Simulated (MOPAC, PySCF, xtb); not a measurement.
Scan of H3Si, doublet: umbrella (inversion) coordinate, bond length relaxed. Scanned: angle between the Si-H bonds and the threefold axis (90 = planar). Other coordinates (Si-H bond length) were minimised at PBE0/def2-TZVP. Each profile is relative to its own lowest point.

| a / ° | A | B | C |
|---|---|---|---|
| 90 | 26.8 | 9.4 | 4.4 |
| 93 | 24.8 | 8.7 | 4.1 |
| 96 | 20.3 | 7.0 | 3.1 |
| 99 | 15.2 | 4.6 | 1.8 |
| 102 | 10.4 | 2.2 | 0.7 |
| 105 | 6.2 | 0.6 | 0.0 |
| 108 | 3.0 | 0.0 | 0.1 |
| 111 | 0.9 | 0.9 | 1.3 |
| 114 | 0.0 | 3.4 | 3.7 |
| 117 | 0.5 | 7.9 | 7.5 |
| 120 | 2.7 | 14.3 | 12.7 |
| 123 | 6.7 | 22.8 | 19.4 |
| 126 | 12.9 | 33.6 | 27.3 |
| 129 | 21.5 | 46.5 | 36.2 |
| 132 | 33.1 | 61.7 | 45.9 |

Energies in mEh.

**Question.** Assign the columns to these levels of theory: xtb with GFN1-xTB; MP2 on UHF/cc-pVTZ, 5 core orbitals frozen in PySCF; PM3, unrestricted, heats of formation in MOPAC 23.2.5.

**Answer.** A is GFN1-xTB; B is MP2; C is PM3.
